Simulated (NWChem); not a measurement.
# AlH3SO (SMILES [OH][AlH][SH]): B3LYP/jorge-TZP

Aim: the vertical ionisation energy of AlH3SO at B3LYP/jorge-TZP, from 2 runs. 

The results are computed with NWChem 7.3.0.

7 further runs of the same task are left out: 2 that didn't finish, 5 set aside as unsound or not needed.

### Step 1. The system as given

The species is AlH3SO (6 atoms), meant as a singlet with charge 0. As SMILES, `[OH][AlH][SH]`. The coordinates come from a PBE0-D4/def2-TZVP relaxation. This is one conformer, not always the lowest.

Bond lengths: O1–Al2 1.690 Å, Al2–S3 2.186 Å, O1–H4 0.955 Å, Al2–H5 1.569 Å, S3–H6 1.344 Å. Angles: O1–Al2–S3 122.3°, O1–Al2–H5 118.4°, S3–Al2–H5 119.3°, Al2–O1–H4 126.2°, Al2–S3–H6 94.2°.

### Step 2. The energy at B3LYP/jorge-TZP

Contents of nw.nw:

```
START nw
memory 2200 mb
GEOMETRY units angstrom noautosym nocenter noautoz
  O       -1.108900      -0.531100      -0.885000
  Al       0.267100       0.390800      -0.551000
  S        1.228200       0.385700       1.412200
  H       -1.564400      -1.105800      -0.273700
  H        0.868700       1.276400      -1.698100
  H        0.351400      -0.480000       1.949300
END
BASIS spherical bse
  * library jorge-TZP
END
DFT
  xc b3lyp
  mult 1
  grid fine
  convergence energy 1e-08
  iterations 100
  mulliken
  noprint "final vectors analysis"
END
TASK dft
```

Launch:

```
nwchem nw.nw > nw.out
```

The program printed (excerpt; [...] marks lines left out):

```text
[...]
          Wavefunction type:  closed shell.
          No. of atoms     :     6
          No. of electrons :    40
[...]
          Charge           :     0
          Spin multiplicity:     1
[...]
          AO basis - number of functions:   153
[...]
              XC Information
              --------------
                         B3LYP Method XC Potential
                     Hartree-Fock (Exact) Exchange  0.200
                        Slater Exchange Functional  0.800 local
                    Becke 1988 Exchange Functional  0.720 non-local
              Lee-Yang-Parr Correlation Functional  0.810
                  VWN I RPA Correlation Functional  0.190 local
[...]
 d= 0,ls=0.0,diis     1   -717.7546962000 -8.49D+02  5.75D-03  3.93D+00     4.5
[...]
 d= 0,ls=0.0,diis    11   -717.8419941614 -3.87D-10  8.08D-08  3.75D-10    40.5
         Total DFT energy =     -717.841994161374
      One electron energy =    -1255.507454954771
           Coulomb energy =      460.149646847759
    Exchange-Corr. energy =      -54.170573469903
 Nuclear repulsion energy =      131.686387415541
[...]
      Total Density - Mulliken Population Analysis
     ---------------------------------------------
    Atom       Charge   Shell Charges
 -----------   ------   -------------------------------------------------------
    1 O    8     8.48   0.58  1.38  0.16  0.89  0.73  1.92  1.78  1.02  0.00  0.01  0.00
    2 Al  13    12.39   0.24  0.59  0.84  0.30  1.70  0.28  0.60  0.31  4.96  0.96  0.54  0.54  0.12  0.21  0.14  0.07
    3 S   16    16.33   0.15  0.47  0.86  0.47  0.50  1.53  0.93  0.89  5.17  0.79  1.01  2.37  1.13  0.02  0.04  0.00
    4 H    1     0.79   0.26  0.38  0.04  0.06  0.03  0.01
    5 H    1     1.11   0.24  0.54  0.34  0.00  0.00  0.00
    6 H    1     0.91   0.24  0.48  0.13  0.03  0.03  0.00
[...]
```

It took 41 s on 1 thread of AMD EPYC 7R43 (Zen 3), shared host; peak memory 0.12 GiB.

### Step 3. The doublet cation at the same level

Contents of alh3os.nw:

```
start alh3os
title "AlH3OS"
memory total 2200 mb
charge 1

geometry units angstroms noautosym nocenter noautoz
  O       -1.108900      -0.531100      -0.885000
  Al       0.267100       0.390800      -0.551000
  S        1.228200       0.385700       1.412200
  H       -1.564400      -1.105800      -0.273700
  H        0.868700       1.276400      -1.698100
  H        0.351400      -0.480000       1.949300
end

basis "ao basis" spherical bse
  O library jorge-TZP
  Al library jorge-TZP
  S library jorge-TZP
  H library jorge-TZP
end

dft
  xc b3lyp
  mult 2
  grid fine
  convergence energy 1e-08
  iterations 100
  mulliken
  print low
end

task dft energy
```

Launch:

```
nwchem alh3os.nw > alh3os.out
```

The program printed (excerpt; [...] marks lines left out):

```text
[...]
 d= 0,ls=0.0,diis     1   -717.1512158225 -8.49D+02  5.48D-03  1.78D+00     5.5
[...]
 d= 0,ls=0.0,diis    16   -717.4685502533 -9.24D-09  3.44D-07  4.57D-09    75.9
[...]
         Total DFT energy =     -717.468550253348
      One electron energy =    -1245.312259723180
           Coulomb energy =      450.030781390463
    Exchange-Corr. energy =      -53.873459336173
 Nuclear repulsion energy =      131.686387415541
[...]
      Total Density - Mulliken Population Analysis
     ---------------------------------------------
    Atom       Charge   Shell Charges
 -----------   ------   -------------------------------------------------------
    1 O    8     8.34   0.58  1.38  0.16  0.91  0.73  1.90  1.77  0.90  0.00  0.01  0.00
    2 Al  13    12.33   0.24  0.59  0.84  0.30  1.70  0.27  0.64  0.31  4.96  0.96  0.54  0.55  0.05  0.20  0.11  0.06
    3 S   16    15.76   0.15  0.47  0.86  0.47  0.51  1.52  1.00  0.88  5.16  0.79  0.97  2.26  0.64  0.02  0.04  0.00
    4 H    1     0.76   0.25  0.38  0.02  0.06  0.03  0.01
    5 H    1     1.00   0.23  0.52  0.24  0.01  0.00  0.00
    6 H    1     0.81   0.23  0.46  0.07  0.03  0.02  0.00
[...]
      <S2> =      0.7563 (Exact =     0.7500)
[...]
```

Wall time 77 s (1 thread of AMD EPYC 7R43 (Zen 3), shared host); peak memory 0.12 GiB.

### Step 4. Summary of results

Level: B3LYP/jorge-TZP.

| quantity | value |
| --- | --- |
| singlet AlH3SO: total energy | -717.84199 Eh |
| singlet AlH3SO: dipole moment | 1.58 D |
| doublet cation: total energy | -717.46855 Eh |
| doublet cation: ⟨S²⟩ | 0.756 |
| vertical ionisation energy (to the doublet cation) | 10.162 eV |

The vertical ionisation energy comes to 10.16 eV (980 kJ/mol). Mulliken charges (doublet cation) run from -0.34 on O1 to +0.67 on Al2.
